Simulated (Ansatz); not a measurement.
C5H12S (`CCSC(C)C`), relaxed with RKS PBE-D4/def2-SVP in Ansatz from a rough embedded geometry. The force threshold is 0.03 eV/Å; the program also tests the step.

Total charge 0; spin multiplicity 1.

Start:

```xyz
18

C     1.459    2.266   -1.059
C     0.922    0.900   -0.534
S    -0.864    1.060   -0.149
C    -1.203   -0.562    0.563
C    -0.488   -0.917    1.799
C    -1.068   -1.679   -0.551
H     2.542    2.116   -1.319
H     0.972    2.494   -1.988
H     1.393    3.043   -0.402
H     1.074    0.125   -1.290
H     1.489    0.653    0.349
H    -2.294   -0.526    0.771
H    -0.866   -1.892    2.194
H    -0.596   -0.134    2.505
H     0.580   -1.042    1.593
H     0.008   -1.840   -0.821
H    -1.600   -1.438   -1.462
H    -1.459   -2.629   -0.200
```

By how much does the energy fall, and how many steps does the optimiser take? (Best estimate.)

Computed: 10.27 kcal/mol, in 4 steps.

Which bonds change most? (Best estimate.)

Ansatz gave: C1–H9 from 1.020 to 1.109 Å; C4–C5 from 1.471 to 1.530 Å; C4–C6 from 1.583 to 1.530 Å; C5–H14 from 1.061 to 1.107 Å.

Give the relaxed structure. (An estimate is asked.)

Computed: 
```xyz
18

C     1.481    2.250   -1.088
C     0.968    0.911   -0.565
S    -0.811    1.072   -0.150
C    -1.226   -0.606    0.505
C    -0.494   -0.928    1.809
C    -1.078   -1.704   -0.550
H     2.556    2.179   -1.350
H     0.928    2.566   -1.996
H     1.366    3.049   -0.328
H     1.101    0.120   -1.332
H     1.535    0.606    0.339
H    -2.307   -0.473    0.729
H    -0.868   -1.880    2.241
H    -0.635   -0.124    2.557
H     0.596   -1.053    1.640
H    -0.014   -1.865   -0.820
H    -1.632   -1.449   -1.475
H    -1.466   -2.671   -0.164
```
